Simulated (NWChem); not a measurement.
System: C2H3F; SMILES C(F)=C

Results from NWChem. Geometry: optimised at PBE0/def2-SVP. Level: M06-2X/def2-SVP with SMD (1 M gas to 1 M solution), gas-phase geometry.

| solvent | dielectric constant | solvation free energy (kcal/mol) | cavity-dispersion-structure term (kcal/mol) | dipole in solution (D) |
|---|---|---|---|---|
| water | 78.4 | 0.9 | 3.7 | 1.64 |
| acetonitrile | 35.7 | -1.6 | 1.2 | 1.63 |
| benzene | 2.27 | -1.2 | 0.4 | 1.50 |
| dimethyl sulfoxide | 46.8 | -0.6 | 2.3 | 1.63 |
| cyclohexane | 2.02 | -0.9 | 0.5 | 1.48 |
| ethanol | 24.9 | -1.3 | 1.4 | 1.63 |
| 1,4-dioxane | 2.21 | 0.0 | 1.5 | 1.49 |
